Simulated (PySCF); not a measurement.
Gas-phase reaction: 2 CH3Si(OH)3 + C3H8 = 2 H2SiO + C + 4 CH3OH

Energies from PySCF, thermal terms from the rigid-rotor harmonic-oscillator model, ideal gas at 1 bar. † marks an energy on the PBE0/def2-TZVP geometry and frequencies; other levels use their own. MP2 freezes the core. 6-31G* has spherical d functions here. Open shells (unrestricted): C (multiplicity 3, electronic degeneracy 9); the rest are closed-shell singlets. Spin-orbit splitting is ignored; it lowers the true energy and changes the entropy of C. B3LYP is the form with VWN-RPA correlation. No R ln 2 is added for the mirror-image form of CH3Si(OH)3. CH3Si(OH)3, H2SiO: computed as isolated molecules; such fragments, hydroxides, amides, oligomers or adducts are transient or little studied in the gas. MP2 isn't extrapolated to the basis-set limit; its ΔH°(298 K) is 1871.8 kJ in def2-SVP and 1954.8 kJ in def2-TZVPP. The harmonic model lacks anharmonicity and excited electronic states, which grow with temperature; levels with a mode under 35 cm⁻¹ are left out. Internal rotation in CH3Si(OH)3, C3H8, CH3OH is treated as a harmonic vibration of one conformer, which makes the entropy rough.

| level | ΔE electronic, kJ | ΔH°(298 K), kJ | ΔS°(298 K), J/K | ΔG°(2500 K), kJ |
|---|---|---|---|---|
| B3LYP/6-31G* | 1824 | 1782 | 599 | 432 |
| BLYP/def2-TZVP† | 1791 | 1748 | 608 | 379 |
| M06-2X/def2-TZVP† | 2006 | 1963 | 608 | 593 |
| MP2/def2-TZVPP† | 1998 | 1955 | 608 | 586 |
| PBE0/def2-TZVP | 1967 | 1924 | 608 | 555 |
| r2SCAN/def2-TZVP† | 1980 | 1937 | 608 | 568 |
| LDA/def2-TZVP† | 2144 | 2100 | 608 | 731 |
ΔH° is lowest at BLYP/def2-TZVP† and highest at LDA/def2-TZVP†. No reference value is set beside these.
